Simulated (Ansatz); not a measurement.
Computed against measured: atomisation enthalpy at 298 K

6 molecules with oxygen; the atomisation enthalpy at 298 K in kJ/mol, computed less measured. Shapes, held fixed at every level: PBE0-D4/def2-TZVP. Flexible molecules stand in one conformer, not always the lowest. Thermal terms are harmonic and unscaled (PBE0-D4/def2-TZVP); the spin-orbit lowering of the free atoms is taken from their spectra. Programs: Ansatz 0.2.0. Measured values: Active Thermochemical Tables, CRC Handbook of Chemistry and Physics.

Levels: A = HF/def2-SVP; B = wB97M-V/def2-TZVPP; C = CCSD(T)/CBS estimate.

```json
{"molecule": "C2H5O (ethoxy radical)", "from tabulated heats": "2784", "A": "-722", "B": "+15", "C": "-4"}
{"molecule": "C2H6O (dimethyl ether)", "from tabulated heats": "3175", "A": "-861", "B": "+3", "C": "-2"}
{"molecule": "C3H4O3 (ethylene carbonate)", "from tabulated heats": "4279", "A": "-1345", "B": "+18", "C": "-10"}
{"molecule": "C2H6O2S (dimethyl sulfone)", "from tabulated heats": "3890", "A": "-1446", "B": "-4", "C": "-5"}
{"molecule": "C3H8O2 (1,2-propanediol)", "from tabulated heats": "4823", "A": "-1374", "B": "+3", "C": "-2"}
{"molecule": "C5H8O (cyclopentanone)", "from tabulated heats": "5770", "A": "-1493", "B": "+16", "C": "-14"}
```

Q: Which level does best on this set, which worst, and which err to one side?

A: 
```json
{"level": "HF/def2-SVP", "kind": "Hartree–Fock", "mean error": "-1206.8", "mean absolute error": "1206.8", "worst case": "C5H8O"}
{"level": "wB97M-V/def2-TZVPP", "kind": "range-separated hybrid", "mean error": "+8.5", "mean absolute error": "9.8", "worst case": "C3H4O3"}
{"level": "CCSD(T)/CBS estimate", "kind": "coupled cluster or CI", "mean error": "-6.2", "mean absolute error": "6.2", "worst case": "C5H8O"}
```

On this set CCSD(T)/CBS estimate has the smallest mean absolute error and HF/def2-SVP the largest. HF/def2-SVP is too low in 6 of 6; wB97M-V/def2-TZVPP is too high in 5 of 6; CCSD(T)/CBS estimate is too low in 6 of 6. Heats of the atoms come from ATcT where it has them. The levels differ in basis as well as in method. For HF/def2-SVP the error tends to grow with the atomisation enthalpy. Hartree–Fock lacks correlation and underbinds. Open shells run unrestricted. The CBS estimate extrapolates MP2 from def2-TZVPP and def2-QZVPP and adds CCSD(T) − MP2 in the triple-zeta set, cores frozen. The set is small.
